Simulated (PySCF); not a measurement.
Problem. Give a GFN2-xTB geometry of `C(CO)C#[C]` [radical]. (Doublet state.)

Solution. 
```
atom  x, y, z in Å
C1     2.901    0.150    0.279
C2     1.752   -0.156    0.154
C3     0.379   -0.588   -0.088
C4    -0.600    0.553    0.226
O5    -1.932    0.160    0.012
H6     0.286   -0.887   -1.137
H7     0.160   -1.450    0.546
H8    -0.535    0.820    1.283
H9    -0.345    1.437   -0.374
H10   -2.058   -0.034   -0.924
```

Any rigid rotation of these coordinates is as good. Atoms count from 1 in this order. The 3 C–C bonds span 1.195 Å (C1≡C2, drawn triple) to 1.536 Å (C3–C4, drawn single), a spread of 0.341 Å. O5 (oxygen bonded to C and H) is bent (angle 109.2°). The 5 heavy atoms lie in one plane (0.013 Å rms). Of the pairs four or more bonds apart, H6···H10 is among the closest relative to their van der Waals radii: 2.50 Å, 104 % of the sum of Bondi's values.

Bonds between heavy atoms (Å): C1≡C2 1.195, C2–C3 1.460, C3–C4 1.536, C4–O5 1.405.

Structure optimised with GFN2-xTB, isolated species. This method treats the open shell by occupation alone, without spin polarisation.

No GFN2-xTB frequencies stand behind this structure, so it isn't proved a minimum. Torsions: C2–C3–C4–O5 180°, C3–C4–O5–H -64°.

One conformer stands for the species.

The numbers are calculated, not measured.
